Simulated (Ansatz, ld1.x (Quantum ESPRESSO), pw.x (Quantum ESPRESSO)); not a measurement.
**From atom to crystal: TM potential for rhodium**

| Quantity | Value |
| --- | --- |
| Element | Rh (Z = 45) |
| Generator | ld1.x (Quantum ESPRESSO) 7.5 |
| Type | norm-conserving Troullier–Martins (Kleinman–Bylander form) |
| Functional | LDA (PW92) |
| Relativity | scalar-relativistic |
| Frozen core | [Kr] |
| Valence charge | 9 |
| Reference configuration | 4d8 5s1 5p0 |
| Partial waves | 5p (bound, empty): rc 2.70 bohr; 4d (bound): rc 1.45 bohr; 5s (bound): rc 2.70 bohr |
| Local potential | the s channel |
| Core correction | Bessel-smoothed model core inside 0.70 bohr |

Crystal test: diamond Rh in pw.x 7.5, no spin, 9³ k-points, Fermi–Dirac smearing 0.01 Ry, cutoffs 100/400 Ry. The reference is all-electron LAPW (Ansatz 0.2.0) with the same functional, mesh and smearing; V0 and B0 come from Birch–Murnaghan fits to the pressures at five volumes. Errors are pseudo minus all-electron; Δ is the rms difference of the E(V) curves that follow from these fits, minima aligned, over ±6 % about the mean V0. Mesh and smearing are coarse, so the numbers serve the comparison and aren't converged zero-temperature values; the lattice is a test structure that the element need not adopt.

All-electron: a0 = 5.395 Å (V0 = 19.63 Å³/atom), B0 = 160.3 GPa.

How far does the potential miss the all-electron equation of state?

mean pressure error (GPa): +10.20. The pressure does not cross zero within the volumes sampled, so no fit is given. The largest radius (2.70 bohr) exceeds half the bond length (2.21 bohr), so the spheres overlap, which is one possible source of error among others. This is a poor potential for the solid.

```tsv
V (Å³/atom)	P all-electron (GPa)	P pseudo (GPa)
18.664	9.18	21.33
19.155	4.17	15.23
19.646	-0.14	9.95
20.137	-3.84	5.38
20.628	-7.02	1.43
```

At the middle volume, how do free energy and pressure move when the wave cutoff is lowered (ecutrho kept at four times it)?

| cutoff (Ry) | shift of F (meV/atom) | shift of P (GPa) |
| --- | --- | --- |
| 45 | +1633.8 | -64.57 |
| 60 | +112.8 | -7.15 |
| 80 | +0.8 | +0.24 |

Input at the middle volume:

```
&control
  calculation='scf', prefix='x', pseudo_dir='./', outdir='./tmp', tstress=.true., disk_io='low'
/
&system
  ibrav=0, nat=2, ntyp=1, ecutwfc=100, ecutrho=400, nbnd=17,
  occupations='smearing', smearing='fd', degauss=0.01
/
&electrons
  conv_thr=1e-09, mixing_beta=0.4, electron_maxstep=70
/
ATOMIC_SPECIES
Rh 1.0 Rh.UPF
CELL_PARAMETERS angstrom
  0.00000000 2.69830712 2.69830712
  2.69830712 0.00000000 2.69830712
  2.69830712 2.69830712 0.00000000
ATOMIC_POSITIONS crystal
Rh 0.0000 0.0000 0.0000
Rh 0.2500 0.2500 0.2500
K_POINTS automatic
9 9 9 0 0 0
```

```bash
pw.x < Rh.scf.in > Rh.scf.out
```

Lines of the output:

```
Message from routine setup:
     using ibrav=0 with symmetry is DISCOURAGED, use correct ibrav instead
     lattice parameter (alat)  =       7.2112  a.u.
     unit-cell volume          =     265.1556 (a.u.)^3
     number of electrons       =        18.00
     number of Kohn-Sham states=           17
     kinetic-energy cutoff     =     100.0000  Ry
     charge density cutoff     =     400.0000  Ry
     scf convergence threshold =      1.0E-09
     Exchange-correlation= PW
     number of k points=    35  Fermi-Dirac smearing, width (Ry)=  0.0100
     iteration #  1     ecut=   100.00 Ry     beta= 0.40
     total energy              =    -176.16603195 Ry
     estimated scf accuracy    <       0.14761614 Ry
     iteration #  2     ecut=   100.00 Ry     beta= 0.40
     total energy              =    -176.19526947 Ry
     estimated scf accuracy    <       0.00677081 Ry
     iteration #  3     ecut=   100.00 Ry     beta= 0.40
     total energy              =    -176.19500910 Ry
     estimated scf accuracy    <       0.00174549 Ry
     iteration #  4     ecut=   100.00 Ry     beta= 0.40
     total energy              =    -176.19515009 Ry
     estimated scf accuracy    <       0.00001454 Ry
     iteration #  5     ecut=   100.00 Ry     beta= 0.40
     total energy              =    -176.19515162 Ry
     estimated scf accuracy    <       0.00000564 Ry
     iteration #  6     ecut=   100.00 Ry     beta= 0.40
     total energy              =    -176.19515178 Ry
     estimated scf accuracy    <       0.00000083 Ry
     iteration #  7     ecut=   100.00 Ry     beta= 0.40
     total energy              =    -176.19515185 Ry
     estimated scf accuracy    <       0.00000006 Ry
     iteration #  8     ecut=   100.00 Ry     beta= 0.40
     total energy              =    -176.19515185 Ry
     estimated scf accuracy    <          9.9E-09 Ry
     iteration #  9     ecut=   100.00 Ry     beta= 0.40
     total energy              =    -176.19515185 Ry
     estimated scf accuracy    <          1.0E-09 Ry
     iteration # 10     ecut=   100.00 Ry     beta= 0.40
     the Fermi energy is    10.0202 ev
!    total energy              =    -176.19515185 Ry
     estimated scf accuracy    <          5.2E-10 Ry
     smearing contrib. (-TS)   =      -0.01238485 Ry
     The total energy is F=E-TS. E is the sum of the following terms:
     one-electron contribution =       1.77511538 Ry
     hartree contribution      =      17.32501632 Ry
     xc contribution           =    -109.71212352 Ry
     ewald contribution        =     -85.57077518 Ry
     convergence has been achieved in  10 iterations
          total   stress  (Ry/bohr**3)                   (kbar)     P=       99.52
```

The run at the middle volume (35 k-points, 10 iterations) took about 43 s on one core of a shared host (Neoverse-V1, 32 threads, 247 GiB, load 23).
